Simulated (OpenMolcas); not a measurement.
# Exact exchange and the electronic atomisation energy of SiH4O

The species is SiH4O (6 atoms), meant as a singlet with charge 0. SMILES: `O[SiH3]`. The coordinates come from a PBE0-D4/def2-TZVP relaxation.

The electronic atomisation energy y, in eV, basis cc-pVTZ; a is the functional's share of exact exchange. Programs: OpenMolcas 26.06.

| functional | program | a | y (eV) |
| --- | --- | --- | --- |
| r2SCAN | OpenMolcas | 0 | 19.76 |
| BLYP | OpenMolcas | 0 | 19.56 |
| B3LYP | OpenMolcas | 0.2 | ? |
| PBE0 | OpenMolcas | 0.25 | 19.38 |
| BHLYP | OpenMolcas | 0.5 | 19.30 |

Question: Fit y = c + s·a to the known rows and predict B3LYP.

Answer: 
1. Means of the 4 rows: a = 0.1875, y = 19.500.
2. Σ(Δa)² = 0.17188, Σ(Δa·Δy) = -0.13, so the slope is -0.13/0.17188 = -0.75634.
3. Intercept: 19.500 − (-0.75634) × 0.1875 = 19.642. The largest residual of the fit is 0.12.
4. B3LYP: 19.642 + (-0.75634) × 0.2 = 19.49 eV.

The run gave 19.70 eV, so the prediction is off by -0.21 eV, more than the scatter of the fit. The rows mix families of semi-local functionals, which the line can't see.
